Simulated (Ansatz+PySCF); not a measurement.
Results of a calculation; reference values are marked as such.
## Ansatz (development build ahead of 0.2.0) run

```yaml
crystal:
  periodic: [false, false, false]
  atoms:
    - { symbol: C, position_ang: [0.0, 0.0, -0.05466] }
    - { symbol: "N", position_ang: [0.0, 0.0, 1.20278] }
    - { symbol: H, position_ang: [0.0, 0.0, -1.14812] }
basis:
  gaussian: { orbitals: cc-pVTZ }
total_charge: 1
magnetization:
  initial_magnetization: 1
hamiltonian:
  xc: hf
correlation:
  method: ccsd_t
  frozen_orbitals: { C: 1, H: 0, "N": 1 }
```

The input is written out in the form of the current development build from the run's settings. Correlation on restricted open-shell orbitals is semicanonical, with singles.

The run gave:

- Converged: yes
- Reference energy: -92.45599 hartree
- Correlation energy: -0.32211 hartree
- Total energy: -92.77810 hartree
- Spin squared of the determinant: 0.750
- Stability test: minimum among restricted orbitals
- T1 diagnostic: 0.019
- Occupied orbitals by symmetry in an Abelian subgroup (alpha; beta): 5 A1 1 B1 1 B2; 5 A1 1 B1
